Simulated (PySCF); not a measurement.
C₃H₅N₃.
Numbering: `[CH3:1][n:2]1[cH:3][n:4][n:5][cH:6]1` (hydrogens: H7, H8, H9 on C1; H10 on C3; H11 on C6)

The same species was optimised twice, with GFN2-xTB and with PBE0-D3(BJ)/def2-SVP (PySCF), and the same property calculations (PySCF, gas phase) were run on both structures.

```csv
coordinate,GFN2-xTB,PBE0-D3(BJ)/def2-SVP,change
N4–N5 (Å),1.341,1.358,+0.017
C3–N4 (Å),1.298,1.306,+0.008
N5–C6 (Å),1.298,1.306,+0.008
C1–N2 (Å),1.434,1.441,+0.007
N2–C6 (Å),1.362,1.363,+0.001
N2–C3 (Å),1.362,1.363,+0.001
C3–N2–C6 (°),103.2,103.7,+0.5
C1–N2–C3 (°),128.4,128.1,-0.3
N4–N5–C6 (°),107.8,107.5,-0.3
C3–N4–N5 (°),107.8,107.5,-0.3
C1–N2–C6 (°),128.3,128.2,-0.1
N2–C6–N5 (°),110.6,110.6,0.0
N2–C3–N4 (°),110.6,110.6,0.0
```

Rotational constants: A = 9737, B = 3713, C = 2734 MHz (GFN2-xTB) against A = 9598, B = 3685, C = 2709 MHz (PBE0-D3(BJ)/def2-SVP). Atoms that the bonding makes alike are paired by their places after alignment.

On the GFN2-xTB structure: HOMO (eV) -7.13 [PBE0/pcSseg-1]; LUMO (eV) 0.28 [PBE0/pcSseg-1]; dipole (D) 6.31 [PBE0/pcSseg-1]; GIAO shielding of C1 (ppm) 155.9 [PBE0/pcSseg-1]; GIAO shielding of N2 (ppm) 81.0 [PBE0/pcSseg-1]; GIAO shielding of C3/C6 (mean) (ppm) 40.7 [PBE0/pcSseg-1]; GIAO shielding of N4/N5 (mean) (ppm) -102.7 [PBE0/pcSseg-1].

Task: What do these properties become on the PBE0-D3(BJ)/def2-SVP structure?

Result: 
```
                                    property          level  on GFN2-xTB  on PBE0-D3(BJ)/def2-SVP  change
                                   HOMO (eV)  PBE0/pcSseg-1        -7.13                    -7.24   -0.11
                                   LUMO (eV)  PBE0/pcSseg-1         0.28                     0.25   -0.03
                                  dipole (D)  PBE0/pcSseg-1         6.31                     6.36   +0.05
energy, GFN2-xTB geometry as zero (kcal/mol)  PBE0/pcSseg-1          0.0                     -0.4    -0.4
                  GIAO shielding of C1 (ppm)  PBE0/pcSseg-1        155.9                    154.2    -1.7
                  GIAO shielding of N2 (ppm)  PBE0/pcSseg-1         81.0                     80.2    -0.8
        GIAO shielding of C3/C6 (mean) (ppm)  PBE0/pcSseg-1         40.7                     38.4    -2.3
        GIAO shielding of N4/N5 (mean) (ppm)  PBE0/pcSseg-1       -102.7                   -110.2    -7.5
```

The heavy atoms differ by 0.007 Å rms after alignment (one structure mirrored). Among bonds between heavy atoms N4–N5 changes most (+0.017 Å). Changes are differences of the printed values. Neither structure is proved a minimum here.
